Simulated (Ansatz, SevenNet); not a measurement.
For α-phase Ga, the machine-learned potential SevenNet-l3i5 (trained on PBE and PBE+U data) gives:

| Quantity | Value |
|---|---|
| volume per atom | 20.36 Å³/atom |
| bulk modulus B0 | 48.7 GPa |

**Question.** What does r²SCAN+rVV10 (PAW; Ansatz, a first-principles code) give for the same quantities?

**Answer.** 
- equilibrium volume per atom: 18.93 Å³/atom (falls by 7.0 %)
- bulk modulus: 66.8 GPa (goes up by 37 %)

Changes are worked out from the printed values.

Unless a cell is named, each level is at its own relaxed cell (SevenNet-l3i5 20.36, r²SCAN+rVV10 18.93 Å³/atom).

Ansatz's density-functional and Hartree–Fock values are scalar-relativistic unless marked +SOC, with PAW data made under PBE.
